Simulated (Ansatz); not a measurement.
Input file for C2F3O (`F[C]1OC1(F)F`) radical:

```yaml
crystal:
  periodic: [false, false, false]
  atoms:
    - {symbol: F, position_ang: [0.672991, -1.636643, 0.869446]}
    - {symbol: C, position_ang: [0.377587, -0.882254, -0.161889]}
    - {symbol: O, position_ang: [-0.939114, -0.545249, -0.386141]}
    - {symbol: C, position_ang: [-0.026924, 0.496766, -0.155391]}
    - {symbol: F, position_ang: [0.195453, 1.316398, -1.158973]}
    - {symbol: F, position_ang: [-0.237891, 1.187079, 0.946848]}
basis:
  gaussian: {orbitals: def2-TZVPP}
magnetization: {spin_polarized: true, initial_magnetization: 1}
correlation: {method: ccsd_t}
scf: {omitted_lower_state_checks: [cluster_reference]}
output: {orbitals: {seedname: orbitals}}
```

```sh
$ ansatz run in.yaml --threads 4 --pin off --events-out ev --progress --plain --max-ram 10444MiB
```

Log, shortened:

```
Functional definition: HF
1255 factors; integrals over basis functions are off by at most 1.0e-3 eV
mean field evaluation 1: about -12213.5251 eV, gradient 3.2e1 eV
mean field evaluation 2: about -12213.5327 eV, gradient 3.2e1 eV
mean field evaluation 4: about -12217.6165 eV, gradient 3.8e0 eV
mean field evaluation 8: about -12217.7952 eV, gradient 2.3e-1 eV
mean field -12217.79645648 eV, -448.9957382558 hartree, gradient 5.7e-6 eV, S^2 0.758346; 0 other end points of the search recorded, 0 dependent functions left out
6 core orbitals not correlated: weight in the atoms' cores, before any rotation towards them, 1.000 or more for the frozen orbitals, at most 0.000 for the correlated occupied ones
reference -12217.79645648 eV, -448.9957382558 hartree; 18, 17 occupied and 162, 163 virtual orbitals, 1255 factors
second order -34.05289804 eV of doubles, -0.00000000 eV of singles
cycle   1  -33.24879366 eV  change    8.0e-1 eV  update   1.3e-1
cycle   2  -34.01110159 eV  change   -7.6e-1 eV  update   3.8e-2
cycle   3  -34.18745014 eV  change   -1.8e-1 eV  update   2.1e-2
cycle   4  -34.16938832 eV  change    1.8e-2 eV  update   7.5e-3
cycle   5  -34.16583855 eV  change    3.5e-3 eV  update   4.2e-3
cycle   6  -34.16942497 eV  change   -3.6e-3 eV  update   1.5e-3
cycle   7  -34.16975164 eV  change   -3.3e-4 eV  update   7.9e-4
cycle   8  -34.16957366 eV  change    1.8e-4 eV  update   3.3e-4
cycle   9  -34.16969342 eV  change   -1.2e-4 eV  update   1.7e-4
cycle  10  -34.16960600 eV  change    8.7e-5 eV  update   6.3e-5
cycle  11  -34.16964927 eV  change   -4.3e-5 eV  update   3.1e-5
cycle  12  -34.16967544 eV  change   -2.6e-5 eV  update   1.4e-5
perturbative correction -1.25848209 eV, -0.0462483637 hartree
Total energy: -12253.22461401 eV, -450.2976990311 hartree
Checks for a lower state left out: cluster_reference
```

It took 5.4 min on 4 threads of an Arm Neoverse V1 on a shared host, with 6.4 GiB of host memory at the peak.

The correlation energy is -35.428 eV, 3.6 % of it from (T); the T1 diagnostic reads 0.0163.
